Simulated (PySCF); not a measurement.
# Spin states of MgAl

Unrestricted PBE0; Mg aug-cc-pVDZ, Al aug-cc-pV(D+d)Z; no relativity (PySCF 2.14). Outer shells of the fragments: Mg 3s2; Al 3s2 3p1.

Followed along the bond (rough minima from three points):

```json
{"2Ms+1": "2", "unpaired": "π ↑", "⟨S²⟩ at the start": "0.77", "R at minimum (Å)": "2.90", "Te (eV)": "0.00"}
{"2Ms+1": "2", "unpaired": "σ ↑", "⟨S²⟩ at the start": "0.76", "R at minimum (Å)": "3.27", "Te (eV)": "0.22"}
{"2Ms+1": "4", "unpaired": "σ ↑, π ↑↑", "⟨S²⟩ at the start": "3.76", "R at minimum (Å)": "2.51", "Te (eV)": "1.24"}
{"2Ms+1": "4", "unpaired": "σ ↑↑, π ↑", "⟨S²⟩ at the start": "3.75", "R at minimum (Å)": "2.75", "Te (eV)": "1.30"}
{"2Ms+1": "2", "unpaired": "σ ↑, π ↑↓", "⟨S²⟩ at the start": "1.78", "R at minimum (Å)": "2.52", "Te (eV)": "1.64"}
```

Solutions found at the starting distance of 2.550 Å, counted from the lowest of them; the search is not exhaustive and high or unbound solutions are not listed, so other states can lie among these:

```json
{"2Ms+1": "2", "unpaired": "π ↑", "term": "²Π", "E (eV)": "0.00", "⟨S²⟩": "0.77", "⟨Lz²⟩": "1.01", "μ (D)": "-1.48"}
{"2Ms+1": "2", "unpaired": "σ ↑", "term": "²Σ⁺", "E (eV)": "0.63", "⟨S²⟩": "0.76", "⟨Lz²⟩": "0.00", "μ (D)": "0.80"}
{"2Ms+1": "4", "unpaired": "σ ↑, π ↑↑", "term": "⁴Σ⁻", "E (eV)": "1.07", "⟨S²⟩": "3.76", "⟨Lz²⟩": "0.00", "μ (D)": "-2.51"}
{"2Ms+1": "4", "unpaired": "σ ↑↑, π ↑", "term": "⁴Π", "E (eV)": "1.21", "⟨S²⟩": "3.75", "⟨Lz²⟩": "1.01", "μ (D)": "-0.40"}
{"2Ms+1": "2", "unpaired": "σ ↑, π ↑↓", "term": "mixed", "E (eV)": "1.47", "⟨S²⟩": "1.78", "⟨Lz²⟩": "2.03", "μ (D)": "-2.43"}
{"2Ms+1": "2", "unpaired": "σ ↓, π ↑↑", "term": "mixed", "E (eV)": "1.52", "⟨S²⟩": "1.78", "⟨Lz²⟩": "0.00", "μ (D)": "-2.51"}
{"2Ms+1": "2", "unpaired": "σ ↑", "term": "mixed", "E (eV)": "2.06", "⟨S²⟩": "0.81", "⟨Lz²⟩": "2.00", "μ (D)": "-2.13"}
{"2Ms+1": "4", "unpaired": "σ ↑, π ↑↑", "term": "mixed", "E (eV)": "2.98", "⟨S²⟩": "3.77", "⟨Lz²⟩": "2.01", "μ (D)": "0.22"}
{"2Ms+1": "2", "unpaired": "π ↑", "term": "²Π", "E (eV)": "4.33", "⟨S²⟩": "0.80", "⟨Lz²⟩": "1.05", "μ (D)": "-3.45"}
{"2Ms+1": "4", "unpaired": "σ ↑, π ↑, δ ↑", "term": "mixed", "E (eV)": "5.55", "⟨S²⟩": "3.77", "⟨Lz²⟩": "5.00", "μ (D)": "-1.96"}
```

A term symbol is given only where ⟨S²⟩ and ⟨Lz²⟩ are close to those of a pure state; real π, δ and φ orbitals otherwise mix terms. A positive dipole means Mg(−)Al(+).

Task: Compare the gap between the two lowest followed solutions at the starting distance with the gap between their minima.

Result: At PBE0 the second solution (doublet, unpaired electrons σ ↑) lies +0.63 eV from the first (doublet, unpaired electrons π ↑) at 2.550 Å and +0.22 eV at the minima; the two curves relax by different amounts, since their minima lie near 3.27 and 2.90 Å.

Counting both spins, an empty level lies below a filled one in some of these solutions, because spin and occupation are held.
